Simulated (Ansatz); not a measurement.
Width of the whole s-p valence band (eV) along a series of related solids, from RPBE (PAW; Ansatz, a program for electronic structure).

| solid | RPBE |
|---|---|
| zinc-blende BP | 15.48 |
| zinc-blende AlP | 11.47 |
| zinc-blende GaP | 12.46 |
| zinc-blende InP | 11.46 |

A member of the series is missing where a level wasn't run or failed, where a doubt is noted on the run or the magnetic state, for phases of high temperature or layered ones, and where values are held back for tests.

Spin–orbit coupling is left out, also for the solids with elements from indium on (zinc-blende InP); its size isn't shown.

Cells: RPBE at the measured cell. Ansatz's density-functional and Hartree–Fock values are scalar-relativistic unless marked +SOC, with PAW data made under PBE.
